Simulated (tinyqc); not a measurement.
Worked calculation: UHF in the sto-3g basis, for NH3+, spin multiplicity 2. One step of it, computed by the program tinyqc.

Problem. Orthogonalisation. S = U s U^T; symmetric (Loewdin) form X = U s^(-1/2) U^T, so that X^T S X = 1.

overlap S:
```
           1N 1s     1N 2s     1N 2px     1N 2py     1N 2pz      2H 1s      3H 1s      4H 1s
1N 1s   1.000000  0.235038   0.000000   0.000000   0.000000   0.029795   0.029798   0.029798
1N 2s   0.235038  1.000000   0.000000   0.000000   0.000000   0.333224   0.333245   0.333245
1N 2px  0.000000  0.000000   1.000000   0.000000   0.000000   0.324598  -0.162312  -0.162312
1N 2py  0.000000  0.000000   0.000000   1.000000   0.000000   0.000000   0.281120  -0.281120
1N 2pz  0.000000  0.000000   0.000000   0.000000   1.000000  -0.062834  -0.062839  -0.062839
2H 1s   0.029795  0.333224   0.324598   0.000000  -0.062834   1.000000   0.083607   0.083607
3H 1s   0.029798  0.333245  -0.162312   0.281120  -0.062839   0.083607   1.000000   0.083617
4H 1s   0.029798  0.333245  -0.162312  -0.281120  -0.062839   0.083607   0.083617   1.000000
```

Give: eigenvalues of S; X.

Solution.

eigenvalues of S: 0.4519  0.5584  0.5584  0.9527  1.0347  1.3579  1.3579  1.7280

X:
```
          1N 1s    1N 2s   1N 2px   1N 2py   1N 2pz    2H 1s    3H 1s    4H 1s
1N 1s    1.0237  -0.1385   0.0000   0.0000   0.0031   0.0177   0.0177   0.0177
1N 2s   -0.1385   1.1708   0.0000   0.0000  -0.0274  -0.1888  -0.1888  -0.1888
1N 2px   0.0000   0.0000   1.0731   0.0000   0.0000  -0.1949   0.0975   0.0975
1N 2py   0.0000   0.0000   0.0000   1.0731   0.0000   0.0000  -0.1688   0.1688
1N 2pz   0.0031  -0.0274   0.0000   0.0000   1.0051   0.0349   0.0349   0.0349
2H 1s    0.0177  -0.1888  -0.1949   0.0000   0.0349   1.1009  -0.0223  -0.0223
3H 1s    0.0177  -0.1888   0.0975  -0.1688   0.0349  -0.0223   1.1010  -0.0223
4H 1s    0.0177  -0.1888   0.0975   0.1688   0.0349  -0.0223  -0.0223   1.1010
```
